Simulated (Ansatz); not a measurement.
**Energy profile**

The step: SiH₄S₂ ([SH][SiH2][SH]) → SiH₂S ([SiH2][S]) + H₂S (still joined by a long Si–S bond); bonds formed: S2–H4; bonds broken: S3–H4; bonds weakened to dative contacts: Si1–S2 (atoms numbered as in the saddle structure below).

```json
{"atom": "Si1", "x (Å)": "-0.5175", "y (Å)": "-0.2266", "z (Å)": "0.6849"}
{"atom": "S2", "x (Å)": "1.0614", "y (Å)": "-0.4265", "z (Å)": "-1.0609"}
{"atom": "S3", "x (Å)": "-1.6364", "y (Å)": "1.1530", "z (Å)": "-0.2574"}
{"atom": "H4", "x (Å)": "-0.0906", "y (Å)": "0.4239", "z (Å)": "-1.3604"}
{"atom": "H5", "x (Å)": "-0.9281", "y (Å)": "-1.6519", "z (Å)": "0.7820"}
{"atom": "H6", "x (Å)": "0.3500", "y (Å)": "0.0866", "z (Å)": "1.8522"}
{"atom": "H7", "x (Å)": "1.7614", "y (Å)": "0.6414", "z (Å)": "-0.6403"}
```

Electronic energies by CCSD(T) at an estimated basis limit (MP2 extrapolated from triple and quadruple zeta, plus CCSD(T) − MP2 in triple zeta), on PBE0-D4/def2-TZVP structures; SiH$_{4}$S$_{2}$, singlet; no counterpoise correction. Ansatz 0.2.0; basis: def2-TZVPP and def2-QZVPP; cores frozen in the correlated methods. Extrapolation: Hartree–Fock as exp(−7.88 √X), correlation as X^−2.97.

Q: Give the profile in kcal/mol, counted from the start structure. (Judge from chemistry; the value comes from the calculation.)

A: Computed:
| point | kcal/mol |
| --- | --- |
| start structure | 0.00 |
| saddle | 38.38 |
| end structure | 32.22 |
| separated: SiH$_{2}$S (linked as [SiH2][S]; Si1, S3, H5, H6; singlet) + H$_{2}$S (S2, H4, H7; singlet) | 42.11 |

The T1 diagnostic stays at or below 0.018.

For scale, one of the runs: CCSD(T)/def2-TZVPP, 182 basis functions, launched by `ansatz run in.yaml --threads 2 --pin off --events-out ev --progress --plain --max-ram 4352MiB`. Hardware: 2 CPU threads of an Intel Xeon Platinum 8175M, shared host. Wall time 28 s; peak host memory 1.6 GiB.
